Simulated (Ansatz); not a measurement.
A nudged elastic band was laid between two geometries of AlFH$_{5}$N (8 atoms, charge 0, multiplicity 1).

These are results of RKS r2SCANh/def2-SVP (Ansatz 0.2.0), not measurements.

| Item | Value |
| --- | --- |
| movable images | 7 |
| climbing image | yes |
| spring | 5.0 eV/Å² |
| optimiser | quadratic models (default) |
| start path | through a guess of the saddle point |
| force threshold | 0.05 eV/Å |
| iteration limit | 60 |
| end points | relaxed |

Initial state:

```xyz
8
Properties=species:S:1:pos:R:3
Al -0.027 -0.045 0.189
H -0.202 0.844 1.501
F 1.550 -0.131 -0.421
H -1.186 -0.166 -0.900
N 0.044 -1.955 0.958
H -0.638 -2.596 0.555
H 0.975 -2.292 0.704
H -0.037 -2.006 1.973
```

Final state:

```xyz
8
Properties=species:S:1:pos:R:3
Al 0.017 -0.711 -0.076
H 0.122 0.532 1.950
F 1.381 0.255 -0.049
H -1.350 -0.125 -0.584
N 0.214 -2.421 0.303
H -0.521 -3.114 0.230
H 1.076 -2.866 0.595
H -0.458 0.103 2.189
```

Question: Which bonds break or form, and what moves?

Answer: Bonds broken: Al1–H2, N5–H8. Bonds formed: H2–H8. AlFH5N becomes AlFH3N + H2.

Question: What energy profile does the band end with?

Answer: It converged. The highest image is number 5 of 0 to 8, 1.35 eV above the first end and 0.67 eV above the last; the last end lies 0.67 eV above the first. The profile has 2 maxima (images 1, 5) with wells between them (image 2): this band takes more than one step, which may be the mechanism or a detour left from its start path. A vibrational analysis at the climbing image gives one clearly imaginary mode, 1126i cm⁻¹: a first-order saddle point. The orbitals stay closed-shell, which can raise the energy where a bond breaks towards radicals; this wasn't checked here.

```tsv
image	path coordinate (Å)	energy (eV)	Al1–H2 (Å)	N5–H8 (Å)	H2–H8 (Å)
0	0.00	0.00	1.59	1.02	2.89
1	0.53	0.02	1.59	1.02	3.16
2	1.05	0.00	1.60	1.02	2.81
3	1.57	0.12	1.60	1.02	2.22
4	2.10	0.55	1.65	1.06	1.60
5	2.62	1.35	1.81	1.43	1.00
6	3.28	0.82	2.20	2.14	0.78
7	3.95	0.69	2.39	2.73	0.76
8	4.60	0.67	2.38	3.22	0.76
```

Question: What is the geometry of the highest image?

Answer: 
```xyz
8
Properties=species:S:1:pos:R:3:forces:R:3
Al 0.039 -0.348 -0.009 -0.01 -0.01 0.00
H -0.171 0.034 1.744 0.01 -0.01 0.00
F 1.553 0.201 -0.444 0.00 0.00 0.00
H -1.250 0.076 -0.807 0.00 0.00 0.00
N 0.086 -2.062 0.775 0.02 0.01 0.01
H -0.629 -2.775 0.660 0.00 0.00 0.00
H 0.979 -2.510 0.973 0.00 -0.01 0.00
H -0.126 -0.962 1.666 -0.01 0.02 0.00
```

Run time: 2.8 min on 2 threads of Arm Neoverse V2, on a shared host, peak memory 0.15 GiB.
